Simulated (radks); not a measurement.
# F⁴⁺ in [He] 2s2 3s1: an all-electron calculation

Aim: the levels, the sizes of the orbitals and the parts of the energy of the fluorine ion F4+.

The numbers are computed with radks (a radial shooting solver on a logarithmic mesh, Libxc functionals) version 1 (non-relativistic Kohn-Sham, MS2 meta-GGA, spin-polarised, spherical densities, point nucleus; open shells are filled with parallel spins first), except any that are marked as measured or tabulated.

### Step 1. Starting point

```
element       : fluorine (Z = 9)
charge        : +4
electrons     : 5
configuration : [He] 2s2 3s1
```

Outer shells as boxes (Hund's rule):

F⁴⁺
```
[He] core
2s [↑↓]
3s [↑ ]
```

### Step 2. Self-consistent calculation

Input:

```text
Z 9
configuration [He] 2s2 3s1
relativity non-relativistic
functional ms2,regtpss
spin polarised
nucleus point
```

Run with:

```sh
$ python run_ks.py task.json out
```

The same process makes all the runs of this session.

**Question.** What will this run give?

**Answer**, as computed:

```
                        quantity                   value
                    total energy       -89.88532 hartree
exchange-correlation share of it                  8.02 %
                            −T/E                  0.9988
          highest occupied level       3s up, -45.411 eV
    most extended occupied level  3s up, <r> = 2.11 bohr
 radius at density 0.001 e/bohr³               3.27 bohr
    maxima of the radial density                       3
```

The radial density shows 3 maxima for 3 occupied principal shells. −T/E = 0.9988, near the virial value of 1. This is not the tabulated ground configuration, so its levels and sizes aren't those of the ground state, and no measured value stands beside it.
